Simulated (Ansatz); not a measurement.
# Yb: energy and pressure over a range of volumes

Aim: scale the cell of Yb up and down at fixed shape and fractional positions, and get the equilibrium volume and bulk modulus with LAPW, PAW and all-electron datasets made for the crystal.

Computed with Ansatz 0.2.0 (DFT PBE, scalar-relativistic, unless a step's input says otherwise).

1 further run of the same task is left out (set aside as unsound or not needed).

**1. The starting structure**

The structure is cubic, space group Fm-3m (No. 225). Conventional cell: a = 5.223 Å, b = 5.223 Å, c = 5.223 Å, α = 90.00°, β = 90.00°, γ = 90.00°. Yb (site symmetry m-3m) has 12 Yb at 3.69 Å as nearest neighbours.

As a file:

```cif
data_structure
_symmetry_space_group_name_H-M 'Fm-3m'
_symmetry_Int_Tables_number 225
_cell_length_a 5.2226
_cell_length_b 5.2226
_cell_length_c 5.2226
_cell_angle_alpha 90.000
_cell_angle_beta 90.000
_cell_angle_gamma 90.000
_cell_volume 142.45
loop_
_atom_site_label
_atom_site_type_symbol
_atom_site_symmetry_multiplicity
_atom_site_Wyckoff_symbol
_atom_site_fract_x
_atom_site_fract_y
_atom_site_fract_z
_atom_site_occupancy
Yb1 Yb 4 a 0.00000 0.00000 0.00000 1
```

The file gives the conventional cell by its symmetry; the runs use the cell typed in the input.

The cell was relaxed by PAW from a hypothetical start (fcc type); it needn't be the stable phase of this composition.

**2. Volume × 0.9405, LAPW**

input.yaml reads:

```yaml
crystal:
  lattice:
    - [0.0, 2.5584252375, 2.5584252375]
    - [2.5584252375, 0.0, 2.5584252375]
    - [2.5584252375, 2.5584252375, 0.0]
  atoms:
    - { symbol: Yb, position: [0.0, 0.0, 0.0] }
kpoints:
  mp_grid: { grid: [13, 13, 13] }
scf:
  occupations: { method: fermi_dirac, width: 0.05 }
hamiltonian:
  xc: pbe
  pseudopotentials: { kind: all_electron, lapw: { basis_error: 0.00025 } }
output:
  forces: true
  stress: true
  eigenvalues: true
```

**3. Volume × 0.9405, PAW**

input.yaml, as its differences from that of step 2:

```diff
@@ -13,3 +13,3 @@
   xc: pbe
-  pseudopotentials: { kind: all_electron, lapw: { basis_error: 0.00025 } }
+  pseudopotentials: { kind: paw }
 output:
@@ -18 +18,2 @@
   eigenvalues: true
+  efg: { contact_densities: true }
```

**4. Volume × 0.9405, crystal datasets**

input.yaml, as its differences from that of step 3:

```diff
@@ -13,3 +13,3 @@
   xc: pbe
-  pseudopotentials: { kind: paw }
+  pseudopotentials: { kind: all_electron, datasets: crystal }
 output:
```

**5. Volume × 0.98, LAPW**

input.yaml reads:

```yaml
crystal:
  lattice:
    - [0.0, 2.5937522399, 2.5937522399]
    - [2.5937522399, 0.0, 2.5937522399]
    - [2.5937522399, 2.5937522399, 0.0]
  atoms:
    - { symbol: Yb, position: [0.0, 0.0, 0.0] }
kpoints:
  mp_grid: { grid: [13, 13, 13] }
scf:
  occupations: { method: fermi_dirac, width: 0.05 }
hamiltonian:
  xc: pbe
  pseudopotentials: { kind: all_electron, lapw: { basis_error: 0.00025 } }
output:
  forces: true
  stress: true
  eigenvalues: true
```

**6. Volume × 0.98, PAW**

input.yaml, as its differences from that of step 5:

```diff
@@ -13,3 +13,3 @@
   xc: pbe
-  pseudopotentials: { kind: all_electron, lapw: { basis_error: 0.00025 } }
+  pseudopotentials: { kind: paw }
 output:
@@ -18 +18,2 @@
   eigenvalues: true
+  efg: { contact_densities: true }
```

**7. Volume × 1.02, LAPW**

input.yaml reads:

```yaml
crystal:
  lattice:
    - [0.0, 2.6285718611, 2.6285718611]
    - [2.6285718611, 0.0, 2.6285718611]
    - [2.6285718611, 2.6285718611, 0.0]
  atoms:
    - { symbol: Yb, position: [0.0, 0.0, 0.0] }
kpoints:
  mp_grid: { grid: [13, 13, 13] }
scf:
  occupations: { method: fermi_dirac, width: 0.05 }
hamiltonian:
  xc: pbe
  pseudopotentials: { kind: all_electron, lapw: { basis_error: 0.00025 } }
output:
  forces: true
  stress: true
  eigenvalues: true
```

**8. Volume × 1.02, PAW**

input.yaml, as its differences from that of step 7:

```diff
@@ -13,3 +13,3 @@
   xc: pbe
-  pseudopotentials: { kind: all_electron, lapw: { basis_error: 0.00025 } }
+  pseudopotentials: { kind: paw }
 output:
@@ -18 +18,2 @@
   eigenvalues: true
+  efg: { contact_densities: true }
```

**9. Volume × 1.06, LAPW**

input.yaml reads:

```yaml
crystal:
  lattice:
    - [0.0, 2.6624926586, 2.6624926586]
    - [2.6624926586, 0.0, 2.6624926586]
    - [2.6624926586, 2.6624926586, 0.0]
  atoms:
    - { symbol: Yb, position: [0.0, 0.0, 0.0] }
kpoints:
  mp_grid: { grid: [13, 13, 13] }
scf:
  occupations: { method: fermi_dirac, width: 0.05 }
hamiltonian:
  xc: pbe
  pseudopotentials: { kind: all_electron, lapw: { basis_error: 0.00025 } }
output:
  forces: true
  stress: true
  eigenvalues: true
```

**10. Volume × 1.06, PAW**

input.yaml, as its differences from that of step 9:

```diff
@@ -13,3 +13,3 @@
   xc: pbe
-  pseudopotentials: { kind: all_electron, lapw: { basis_error: 0.00025 } }
+  pseudopotentials: { kind: paw }
 output:
@@ -18 +18,2 @@
   eigenvalues: true
+  efg: { contact_densities: true }
```

**11. Volume × 1.06, crystal datasets**

input.yaml, as its differences from that of step 10:

```diff
@@ -13,3 +13,3 @@
   xc: pbe
-  pseudopotentials: { kind: paw }
+  pseudopotentials: { kind: all_electron, datasets: crystal }
 output:
```

(Steps that only read results are left out.)

Q: Predict the outcome of this session. Wanted: equilibrium volume; bulk modulus (for each run or level that gives them).

**Answer**, as computed:

```
                      quantity           value
     equilibrium volume (LAPW)  35.665 Å³/atom
           bulk modulus (LAPW)        19.1 GPa
its pressure derivative (LAPW)             3.3
      equilibrium volume (PAW)  35.645 Å³/atom
            bulk modulus (PAW)        19.2 GPa
 its pressure derivative (PAW)             3.3
```

What this shows: A third-order Birch-Murnaghan fit to the LAPW pressures puts zero pressure at 35.67 Å³/atom, +0.2 % from the given cell, with a bulk modulus of 19.1 GPa. PAW's volume lies -0.06 % and its modulus +0.2 % from LAPW's. No thermal or zero-point expansion is included. Spin-orbit coupling is left out, though the cell holds Yb; in elements this heavy it can shift bands and gaps by tenths of an eV.
